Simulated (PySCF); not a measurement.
C₆H₇ (doublet state).
InChI=1S/C6H7/c1-5-3-4-6(5)2/h3-4H,1H2,2H3

Method used: PySCF, PBE0-D3(BJ)/def2-SVP geometry optimisation, gas phase.

Take the most abundant isotopes and a rigid rotor. 

Problem. What are A, B and C (MHz)?

Solution. Ia = 94.56, Ib = 127.88, Ic = 219.29 u·Å²; 505379 MHz·u·Å²/I gives A = 5344, B = 3952, C = 2305 MHz.

Problem. Classify the top.

Solution. An asymmetric top. Ray's parameter κ = (2B − A − C)/(A − C) = 0.084; −1 is the prolate and +1 the oblate limit.

Problem. Is it planar, by Δ = Ic − Ia − Ib?

Solution. Not planar: Δ = Ic − Ia − Ib = -3.15 u·Å². For a rigid frame Δ = −2 Σ m c², so Σ m c² = 1.58 u·Å² lies off the ab plane, practically all of it from hydrogen. The atom farthest from that plane is 0.89 Å away.

Problem. Give the other two planar moments, Paa and Pbb, and the rms extents of the mass along the axes.

Solution. Paa = Σ m a² = (Ib + Ic − Ia)/2 = 126.30 and Pbb = Σ m b² = (Ia + Ic − Ib)/2 = 92.98 u·Å². With the mass M = 79.05 u, the rms extents √(P/M) along a, b and c are 1.26, 1.08, 0.14 Å.

Problem. Give the coordinates in the principal-axis frame, origin at the centre of mass.

Solution. The sense of each axis is arbitrary; atoms in the order of the calculation.
```csv
atom,mass (u),a (Å),b (Å),c (Å)
C1,12.000,1.515,-1.356,0.000
C2,12.000,0.756,-0.257,0.000
C3,12.000,0.971,1.213,-0.001
C4,12.000,-0.427,1.411,0.000
C5,12.000,-0.710,0.031,0.001
C6,12.000,-1.917,-0.819,-0.001
H7,1.008,1.062,-2.350,0.001
H8,1.008,2.606,-1.293,-0.001
H9,1.008,1.847,1.860,-0.001
H10,1.008,-1.060,2.301,0.001
H11,1.008,-2.834,-0.213,0.002
H12,1.008,-1.942,-1.483,0.881
H13,1.008,-1.943,-1.476,-0.887
```

Problem. Predict some low-J microwave lines.

Solution. The dipole components are |μa| = 0.76 D, |μb| = 0.10 D, |μc| = 0.00 D; the mirror of this Cs structure is the ab plane, so μc vanishes by symmetry and there are no c-type lines. The squared components, which scale the intensities, stand as 1.00 : 0.02 (a : b). Some lines, for components of 0.1 D or more:

```
type  branch         J(Ka,Kc)    MHz  lower level (cm⁻¹)
   a       Q  3(3,0) ← 3(3,1)    311               1.932
   a       Q  2(2,0) ← 2(2,1)    839               0.922
   a       Q  1(1,0) ← 1(1,1)   1647               0.255
   a       Q  3(2,1) ← 3(2,2)   3336               1.548
   a       Q  2(1,1) ← 2(1,2)   4942               0.618
   a       R  1(0,1) ← 0(0,0)   6257               0.000
   a       Q  3(1,2) ← 3(1,3)   9573               1.147
   a       R  2(1,2) ← 1(1,1)  10866               0.255
   a       R  2(0,2) ← 1(0,1)  11674               0.209
   a       R  2(1,1) ← 1(1,0)  14160               0.310
   a       R  3(1,3) ← 2(1,2)  15858               0.618
   a       R  3(0,3) ← 2(0,2)  16272               0.598
   a       R  3(2,2) ← 2(2,1)  18770               0.922
   a       R  3(1,2) ← 2(1,1)  20489               0.782
   a       R  3(2,1) ← 2(2,0)  21267               0.950
```

Problem. Estimate the classical rotational partition function at 10 K, 25 K and 298.15 K.

Solution. Point group Cs, symmetry number σ = 1; q = (√π/σ)·√((kT/h)³/(ABC)), k/h = 20836.6 MHz/K: 764 at 10 K, 3020 at 25 K, 124000 at 298.15 K.

For this open shell read J as N, the rotation without spin; fine and hyperfine splittings come on top. No PBE0-D3(BJ)/def2-SVP frequencies stand behind this structure, so it isn't proved a minimum. ⟨S²⟩ = 0.793 (exact for a doublet: 0.75). No vibrational averaging or centrifugal distortion is included, and the geometry carries the error of its method. A rigid rotor knows nothing of internal rotation, which can split or shift real lines.
